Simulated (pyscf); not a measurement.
Thermochemistry of product channels of `[F][Nb]([F])([F])([F])[F]` + `[ClH]` on the singlet surface, in eV, from ωB97M-D3(BJ)/def2-TZVP energies (ideal gas, 1 atm, RRHO with modes under 100 cm⁻¹ raised to 100, one conformer, R ln 2 for chiral ones without a mode under 150 cm⁻¹). Single points on ωB97X-D3(BJ)/def2-SVP structures (PySCF, gas phase).

```
products                                  ΔE  ΔH(298 K)  ΔG(298 K)  ΔG(1200 K)
-------------------------------------  -----  ---------  ---------  ----------
`[FH]` + `[F][Nb]([F])([F])([F])[Cl]`  +0.32      +0.38      +0.36       +0.31
`[F][Cl]` + `[F][NbH]([F])([F])[F]`    +4.63      +4.62      +4.56       +4.41
```

These are energies of the channels, which say nothing of barriers. Elements past Kr carry the def2 core potentials, without spin-orbit coupling.
